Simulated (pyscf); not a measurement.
Structures and frequencies: ωB97X-D3(BJ)/def2-SVP in PySCF.

Question: HO–CH₂–SnH₃ (SMILES O[CH2][SnH3]) + H₂ (SMILES [H][H]) → H₃C–SnH₃ (SMILES [CH3][SnH3]) + H₂O (SMILES O)
Surface: singlet. Broken: C–O, H–H. Formed: C–H, H–O. Give ΔE‡ and ΔE from ωB97M-D3(BJ)/def2-TZVP, relative to the separated reactants.

Answer: ΔE‡ = 81.6 kcal/mol, ΔE = -31.9 kcal/mol. Zero-point energy shifts the barrier by +1.3 kcal/mol. It is a four-centre exchange, with an imaginary mode of 1074i cm⁻¹. The same reactants have a lower exit, to •H₂C–OH + SnH₃• + H₂ (no saddle counted: cutting one bond costs +58.5 kcal/mol at ωB97M-D3(BJ)/def2-TZVP, against +81.6 kcal/mol here). HO–CH₂–SnH₃ lies 31.7 kcal/mol over its isomer H₃C–SnH₂–OH (electronic energy, ωB97M-D3(BJ)/def2-TZVP). One saddle was located; it need not be the lowest between these sides. Elements past Kr carry the def2 core potentials, without spin-orbit coupling.
